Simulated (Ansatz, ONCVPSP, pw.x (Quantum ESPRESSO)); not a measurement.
## Ge (Z = 32) (diamond): variants of one ONCV potential in the solid

- Element: Ge (Z = 32)
- Generator: ONCVPSP 4.0.1.1 (patched build)
- Type: optimised norm-conserving Vanderbilt (ONCV)
- Functional: PBE
- Relativity: scalar-relativistic
- Frozen core: [Ar] 3d10
- Valence charge: 4
- Reference configuration: 4s2 4p2
- Partial waves: 4s: rc 1.65 bohr, ncon 5, nbas 9, qcut 4.8 1/bohr, 1 projector; 4p: rc 2.30 bohr, ncon 3, nbas 7, qcut 2.9 1/bohr, 1 projector; d scattering state at 0.45 Ha: rc 2.25 bohr, ncon 3, nbas 7, qcut 3.7 1/bohr, 1 projector
- Local potential: polynomial inside 1.35 bohr (lpopt 5, dvloc0 0 Ha)
- Core correction: none

Crystal test: diamond Ge in pw.x 7.5, no spin, 8³ k-points, Fermi–Dirac smearing 0.01 Ry, cutoffs set for each file from its atomic test. The reference is all-electron LAPW (Ansatz 0.2.0) with the same functional, mesh and smearing; V0 and B0 come from Birch–Murnaghan fits to the pressures at five volumes. Errors are pseudo minus all-electron; Δ is the rms difference of the E(V) curves that follow from these fits, minima aligned, over ±6 % about the mean V0. Mesh and smearing are coarse, so the numbers serve the comparison and aren't converged zero-temperature values; the lattice is a test structure that the element need not adopt.

All-electron: a0 = 5.765 Å (V0 = 23.95 Å³/atom), B0 = 57.6 GPa.

Base: The generator flags a localised state at positive energy (s at 17 eV).

1 further variants are left out: they gave no file fit for a test, a broken result, the same result as the base, or pressures whose basis-set error rivals the error shown.

| change | cutoffs (Ry) | pw.x | a0 (Å) | a0 error (%) | B0 error (%) | Δ (meV/atom) | mean pressure error (GPa) |
| --- | --- | --- | --- | --- | --- | --- | --- |
| base | 35/140 | converged | 5.754 | -0.19 | +1.2 | 1.8 | -0.34 |
| p: rc 3.38 | 35/140 | converged | 5.751 | -0.25 | +2.0 | 2.3 | -0.44 |
| d: rc 2.1 | 35/140 | converged | 5.753 | -0.21 | +1.4 | 1.9 | -0.36 |
| local potential polynomial inside 1.38 bohr (lpopt 5, dvloc0 0 Ha) | 35/140 | converged | 5.755 | -0.19 | +1.2 | 1.7 | -0.32 |

**Question.** Give the row for: core correction Teter function, fcfact 2.25, rcfact 1.3.

**Answer.** pw.x: converged; mean pressure error (GPa): -0.83; a0 (Å): 5.738; a0 error (%): -0.47; B0 error (%): +4.3; Δ (meV/atom): 4.3.
